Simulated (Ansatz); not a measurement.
Species: C₂H₇O, charge 1, singlet. C2H7O+ (SMILES C[OH+]C).
B3LYP-D3(BJ)/def2-TZVP minimum from Ansatz (a quantum-chemistry and plane-wave program):
```
O
H 1 0.9734
C 1 1.4920 2 111.76
H 3 1.0846 1 105.30 2 168.60
H 3 1.0853 4 111.35 1 114.08
H 3 1.0870 4 112.49 5 127.65
C 1 1.4920 2 111.76 3 -133.57
H 7 1.0846 1 105.30 2 -168.60
H 7 1.0853 8 111.35 1 -114.08
H 7 1.0870 8 112.49 9 -127.65
```
Charge +1, spin multiplicity 1.

Total energies in cc-pVDZ, 20 correlated electrons, 3 frozen orbitals. Radicals and triplets start from unrestricted determinants; spin-orbit coupling is neglected. Cores are frozen in correlated methods. No relativity.

```json
[
 {"method": "HF", "program": "Ansatz", "energy (Eh)": "-154.39855", "minus CCSDT(Q) (mEh)": "528.86"},
 {"method": "MP2", "program": "Ansatz", "energy (Eh)": "-154.87098", "minus CCSDT(Q) (mEh)": "56.43"},
 {"method": "CCSD", "program": "Ansatz", "energy (Eh)": "-154.91349", "minus CCSDT(Q) (mEh)": "13.92"},
 {"method": "CCSD(T)", "program": "Ansatz", "energy (Eh)": "-154.92578", "minus CCSDT(Q) (mEh)": "1.63"},
 {"method": "CCSDT(Q)", "program": "Ansatz", "energy (Eh)": "-154.92741", "minus CCSDT(Q) (mEh)": "0.00"}
]
```

Rough core times of Ansatz's runs on a shared machine: CCSD(T) under 20 s, CCSDT(Q) 4 min.
